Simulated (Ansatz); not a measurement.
## Atomization energy of C2H3ClO, singlet, from cheap to dear

Geometry (MP2(full)/6-31G*, from the G2/97 set):

```tsv
atom	x (Å)	y (Å)	z (Å)
C	0.0781	0.5749	0.0000
C	1.5642	0.7674	0.0000
Cl	-0.3741	-1.1670	0.0000
O	-0.7674	1.4260	0.0000
H	1.7792	1.8358	0.0000
H	1.9960	0.2911	0.8827
H	1.9960	0.2911	-0.8827
```

Measured, as an electronic atomization energy: 667.5 kcal/mol (G2/97 heats of formation of molecule and atoms, with zero-point and thermal terms from B3LYP taken off; Curtiss et al., J. Chem. Phys. 106, 1063 (1997), Staroverov et al., J. Chem. Phys. 119, 12129 (2003)). The measured value holds scalar relativity and spin–orbit coupling, which all computed ones lack, and core correlation, which the wave-function levels lack. Atoms are taken at the same level; beside RHF, RMP2 and RCC rows they are unrestricted. Ansatz 0.2.0; the 6-31G* set has Cartesian d functions; a miss is computed less measured; times are wall times on shared hosts and scatter by a factor of two or so.

| level | basis | miss (kcal/mol) | time of the run | hardware |
| --- | --- | --- | --- | --- |
| CISD | STO-3G | -52.8 | 0.46 s | 1 CPU thread |
| BLYP | 6-31G | -31.7 | 0.85 s | 1 CPU thread |
| BLYP | STO-3G | 74.4 | 0.85 s | 1 CPU thread |
| RHF | 6-31G | -255.6 | 0.88 s | 1 CPU thread |
| B3LYP | STO-3G | 63.0 | 0.91 s | 1 CPU thread |
| PBE | STO-3G | 105.8 | 0.94 s | 1 CPU thread |
| BLYP | 6-31G* | 0.7 | 1 s | 1 CPU thread |
| PBE | 6-31G* | 26.6 | 1 s | 1 CPU thread |
| RPA-PBE | STO-3G | -77.2 | 1 s | 1 CPU thread |
| BLYP | cc-pV(D+d)Z | -7.2 | 1.2 s | 1 CPU thread |
| B3LYP | 6-31G | -42.1 | 1.2 s | 1 CPU thread |
| RPA-PBE | 6-31G | -159.1 | 1.2 s | 1 CPU thread |
| B2PLYP | 6-31G | -66.8 | 1.4 s | 1 CPU thread |
| r2SCAN | 6-31G | -30.1 | 1.6 s | 1 CPU thread |
| RHF | 6-31G* | -202.9 | 1.6 s | 1 CPU thread |
| RCCSD(T) | 6-31G | -115.9 | 1.9 s | 1 CPU thread |
| r2SCAN | STO-3G | 76.0 | 1.9 s | 1 CPU thread |
| PBE0 | cc-pV(D+d)Z | -3.0 | 2 s | 1 CPU thread |
| B2PLYP | cc-pV(D+d)Z | -21.9 | 2.5 s | 1 CPU thread |
| RCCSDT(Q) | STO-3G | -38.0 | 2.6 s | 1 CPU thread |
| r2SCAN | cc-pV(D+d)Z | -0.5 | 3.1 s | 1 CPU thread |
| RCCSD(T) | cc-pV(D+d)Z | -51.4 | 4.2 s | 1 CPU thread |
| wB97M-V | cc-pV(D+d)Z | -0.5 | 6 s | 1 CPU thread |
| PBE | cc-pV(T+d)Z | 25.6 | 13 s | H100 + 2 CPU threads |
| BLYP | cc-pV(Q+d)Z | 0.7 | 13 s | H100 + 2 CPU threads |
| BLYP | cc-pV(T+d)Z | -0.3 | 14 s | H100 + 2 CPU threads |
| PBE0 | cc-pV(Q+d)Z | 5.2 | 14 s | H100 + 2 CPU threads |
| PBE | cc-pV(Q+d)Z | 26.4 | 16 s | H100 + 2 CPU threads |
| RCCSD(T) | cc-pV(T+d)Z | -19.2 | 17 s (with forces) | H100 + 2 CPU threads |
| r2SCAN0 | cc-pV(T+d)Z | -11.2 | 17 s | H100 + 2 CPU threads |
| r2SCAN | cc-pV(Q+d)Z | 7.2 | 17 s | H100 + 2 CPU threads |
| RPA-PBE | cc-pV(T+d)Z | -53.3 | 17 s | H100 + 2 CPU threads |
| wB97M-V | cc-pV(T+d)Z | 2.9 | 18 s (with forces) | H100 + 2 CPU threads |
| CAM-B3LYP | cc-pV(T+d)Z | -1.6 | 18 s | H100 + 2 CPU threads |
| r2SCAN | cc-pV(T+d)Z | 6.7 | 18 s (with forces) | H100 + 2 CPU threads |
| RPA-PBE | cc-pV(Q+d)Z | -44.1 | 18 s | H100 + 2 CPU threads |
| BCCD(T) | cc-pV(T+d)Z | -18.8 | 20 s | H100 + 2 CPU threads |
| RCCSDT(Q) | cc-pV(D+d)Z | -50.5 | 24 s | H100 + 2 CPU threads |
| RCCSDT(Q) | 6-31G | -115.0 | 25 s | 1 CPU thread |
| RCCSDT(Q) | 6-31G* | -53.6 | 25 s | H100 + 2 CPU threads |

HF's time is that of a plain UHF run.

The smallest set from which on each level stays within 1 kcal/mol of its own cc-pV(Q+d)Z value: RHF none (cc-pV(T+d)Z is 1.0 kcal/mol off); PBE cc-pV(T+d)Z; r2SCAN cc-pV(T+d)Z; B3LYP none (cc-pV(T+d)Z is 1.2 kcal/mol off); wB97M-V cc-pV(T+d)Z; B2PLYP none (cc-pV(T+d)Z is 4.1 kcal/mol off); RMP2 none (cc-pV(T+d)Z is 11.5 kcal/mol off); RCCSD(T) none (cc-pV(T+d)Z is 11.0 kcal/mol off).
